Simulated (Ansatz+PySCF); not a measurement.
**doublet CH2(+): levels of theory in one basis**

| atom | x (Å) | y (Å) | z (Å) |
| --- | --- | --- | --- |
| C | 0.0000 | 0.2310 | 0.0000 |
| H | 0.0000 | -0.1155 | -0.9882 |
| H | 0.0000 | -0.1155 | 0.9882 |

Basis set: cc-pVTZ (spherical functions). Correlated methods keep 1 orbital frozen. Correlation on ROHF uses semicanonical orbitals with singles. Charge 1, multiplicity 2.

Computed with Ansatz (development build ahead of 0.2.0) and PySCF 2.14.0; each method stands on the lowest determinant of its kind that the runs found.

```csv
method,E − E(ROHF) (eV),<S²> of the determinant
ROHF,0.00,0.75
UHF,-0.08,0.76
ROHF-MP2,-2.65,–
UHF-MP2,-2.65,0.76
ROHF-CCSD(T),-3.24,–
UHF-CCSD(T),-3.24,0.76
```

What does UHF-CCSD give on the same scale?

-3.18 eV.
